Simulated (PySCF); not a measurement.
Molecule: isopentylamine (SMILES CC(C)CCN).

Geometry (Å), atoms numbered from 1 in this order:
```xyz
19

C    -1.457   -1.297   -1.326
C    -0.824   -0.130   -0.577
C    -1.763    0.383    0.511
C     0.549   -0.526   -0.032
C     1.359    0.604    0.584
N     2.700    0.152    0.904
H    -1.639   -2.147   -0.647
H    -2.425   -1.014   -1.769
H    -0.806   -1.654   -2.139
H    -0.667    0.691   -1.302
H    -2.751    0.636    0.096
H    -1.918   -0.386    1.288
H    -1.374    1.284    1.008
H     0.417   -1.330    0.718
H     1.156   -0.964   -0.841
H     1.438    1.423   -0.153
H     0.807    1.027    1.450
H     3.243    0.907    1.317
H     2.659   -0.582    1.610
```

Geometry PBE0-D3(BJ)/def2-SVP throughout; GIAO in PySCF 2.14, gas phase, one conformer, non-relativistic; equivalent atoms averaged; functional PBE0.

For orientation, def2-TZVP gives these absolute shieldings σ: C5 141.0, C2 155.4, C1/C3 162.2, N6 229.9, H16/H17 28.76, H14/H15 30.23, H10 29.96, H7/H8/H9/H11/H12/H13 30.62, H18/H19 31.44 ppm.

A run gave: C5 151.8, C2 166.1, C1/C3 169.9, N6 238.2, H16/H17 28.84, H14/H15 30.22, H10 30.04, H7/H8/H9/H11/H12/H13 30.55, H18/H19 31.52 ppm (absolute shieldings σ).

Problem. Which basis set was used in that run?
A. pcSseg-0
B. STO-3G
C. aug-cc-pVDZ
D. def2-SVP
E. 6-31G*

Solution. D. H18/H19 tells them apart best: def2-SVP gives 31.52, STO-3G gives 33.09, 6-31G* gives 32.11, aug-cc-pVDZ gives 31.11, pcSseg-0 gives 33.31 ppm.
